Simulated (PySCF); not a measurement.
Coordinates in bohr (charge 1 multiplicity 2):
```
S     0.0000    0.0000    0.0904
H     1.9226    0.0000   -1.5948
H     0.0000    2.8335    0.1494
H    -1.9226    0.0000   -1.5948
H     0.0000   -2.8335    0.1494
```

Method: PySCF, UPBE0, basis S def2-TZVP, H def2-TZVP (no relativity, density fitting).

This geometry of SH₄⁺ is a stationary point at this level.

Q: What is the point group?

A: C2v.

Q: Is it a minimum?

A: Yes: all harmonic wavenumbers are real.

Q: List the harmonic modes with their infrared intensities.

A: 
| symmetry | ω (cm⁻¹) | IR (km/mol) |
| --- | --- | --- |
| b1 | 859 | 50.4 |
| a1 | 865 | 20.6 |
| b2 | 870 | 10.2 |
| a1 | 1058 | 3.7 |
| b1 | 1198 | 7.8 |
| a2 | 1239 | 0.0 |
| a1 | 1740 | 0.0 |
| a1 | 2644 | 65.8 |
| b2 | 2653 | 99.3 |

Q: What are the dipole moment and the gap between the highest occupied and lowest empty levels of either spin?

A: 1.37 D about the centre of mass and 4.16 eV.

Q: Give the atomic charges and bond orders.

A: 
| atom | Mulliken | Löwdin | polar tensor | spin (Mulliken) | Mayer order to S1 |
| --- | --- | --- | --- | --- | --- |
| S1 | -0.03 | 0.52 | 0.62 | 0.17 | – |
| H2,4 | 0.30 | 0.12 | 0.17 | -0.01 | 0.89 |
| H3,5 | 0.22 | 0.12 | 0.02 | 0.42 | 0.66 |

In C2v the vibrations span 2b1 + 4a1 + 2b2 + a2. The a2 mode carries no infrared intensity, as symmetry demands.

This need not be the most stable arrangement of these atoms.
